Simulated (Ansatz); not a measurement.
Consider the ligand exchange at the Si–O bond: `CO[SiH]` + NH₃ → `N[SiH]` + CH₃OH.

Calculated with Ansatz (gas phase, PBE0-D4/def2-TZVP geometries, no zero-point term in ΔE). CCSD(T)/CBS is the MP2 limit (def2-TZVPP, def2-QZVPP) plus CCSD(T) − MP2 in def2-TZVPP, frozen cores. This one scheme is used for every species. DFT in def2-TZVPP. B3LYP here is the variant with VWN-RPA as its local correlation; programs differ in this.

Is it downhill or uphill in electronic energy at CCSD(T)/CBS, and by how much? (An estimate is asked.)

The calculation gave: Uphill: ΔE = +21.7 kJ/mol.

What do these levels give: BLYP-D4, B3LYP-D4, PBE-QIDH, PBE, BLYP, B3LYP, r2SCANh, r2SCAN0, BHLYP, LC-ωPBE, HF/def2-SVP, MP2/def2-SVP? (Estimate.)

The calculation gave: BLYP-D4 25.7, B3LYP-D4 23.9, PBE-QIDH 18.5, PBE 17.3, BLYP 22.3, B3LYP 21.2, r2SCANh 18.8, r2SCAN0 18.0, BHLYP 21.3, LC-ωPBE 17.5, HF/def2-SVP 11.7, MP2/def2-SVP 13.1 kJ/mol.

Largest T1 diagnostic among the species: 0.015.

At CCSD(T), def2-SVP lies −8.4 kJ/mol from the extrapolated value and def2-TZVPP +0.6 kJ/mol. Leaving LDA and LC-ωPBE aside and taking each functional with its dispersion term where it has one, the values, not all of them listed here, spread over 8.4 kJ/mol, from HSE06-D4 to BLYP-D4.
